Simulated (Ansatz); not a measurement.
Input file:

```yaml
crystal:
  periodic: [false, false, false]
  atoms:
    - {symbol: Ga, position_ang: [0.000000, -0.326022, 0.000000]}
    - {symbol: F, position_ang: [0.000000, 0.647642, -1.442529]}
    - {symbol: F, position_ang: [0.000000, 0.647642, 1.442529]}
    - {symbol: H, position_ang: [0.000000, -1.862321, 0.000000]}
basis:
  gaussian: {orbitals: cc-pVDZ}
correlation: {active_space: {ras: {orbitals: [9, 0, 35], electrons: 18, max_holes: 2, max_particles: 2}, fixed_orbitals: true}}
accuracy: high
output: {forces: true}
```

```sh
$ ansatz run in.yaml --threads 1 --pin off --events-out ev --progress --plain --max-ram 2393MiB
```

Problem. Roughly how long does this take on 1 thread of Arm Neoverse V2, shared host, and how much host memory?

Solution. 6 s wall and 0.21 GiB.

```
1232 factors; integrals over basis functions are off by at most 4.5e-9 eV
mean field evaluation 1: about -57760.1467 eV, gradient 4.0e1 eV
mean field evaluation 2: about -57760.1865 eV, gradient 4.0e1 eV
mean field evaluation 4: about -57763.2502 eV, gradient 1.6e0 eV
mean field evaluation 8: about -57763.2729 eV, gradient 7.8e-2 eV
mean field evaluation 16: about -57763.2729 eV, gradient 8.9e-9 eV
mean field -57763.27290285 eV, -2122.7611258271 hartree, gradient 8.9e-9 eV, S^2 0.000000; 0 other end points of the search recorded, 0 dependent functions left out
reference -57763.27290285 eV, -2122.7611258271 hartree; 25, 25 occupied and 35, 35 virtual orbitals, 1232 factors
state -57772.19374522 eV, -2123.0889607373 hartree
the calculation of the forces begins
Total energy: -57772.19374522 eV, -2123.0889607373 hartree
Atom 0 at     0.000000    -0.326022     0.000000 Å, force     0.000000    -0.106934     0.000000 eV/Å
Atom 1 at     0.000000     0.647642    -1.442529 Å, force    -0.000000     0.087267    -0.229654 eV/Å
Atom 2 at     0.000000     0.647642     1.442529 Å, force     0.000000     0.087267     0.229654 eV/Å
Atom 3 at     0.000000    -1.862321     0.000000 Å, force     0.000000    -0.067600    -0.000000 eV/Å
Dipole moment:    -0.000000    -0.525028    -0.000000 e Å
```

Natural occupations: 1.9991 1.9987 1.9828 1.9818 1.9815 1.9807 1.9805 1.9776 1.9725 0.0228 0.0166 0.0154 0.0151 0.0118 0.0103 0.0083 0.0046 0.0041 0.0037 0.0027 0.0027 0.0026 0.0025 0.0024.

Forces (eV/Å):
```
Ga   0.000 -0.107  0.000
F    0.000  0.087 -0.230
F    0.000  0.087  0.230
H    0.000 -0.068  0.000
```
